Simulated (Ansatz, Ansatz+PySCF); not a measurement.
```yaml
atoms:
  - { symbol: P, position_ang: [0.0000, 0.0000, -0.5115] }
  - { symbol: N, position_ang: [0.0000, 0.0000, 1.0962] }
```

RHF on singlet PN was run in several spherical basis sets with Ansatz (development build ahead of 0.2.0). Caution for RHF: an unrestricted determinant lies well below; in another basis set an unrestricted determinant lies well below.

Question: Rank the basis sets by the total energy that they give, lowest first, with the distance from the lowest.
A. def2-TZVP
B. cc-pVTZ
C. def2-SVP
D. 6-31G(d)
E. cc-pVDZ

Answer: B (0.00 eV), A (0.05 eV), E (0.80 eV), D (1.43 eV), C (5.20 eV).

Totals follow the description of the cores as much as that of the bonds, so this order isn't one of quality for chemistry.
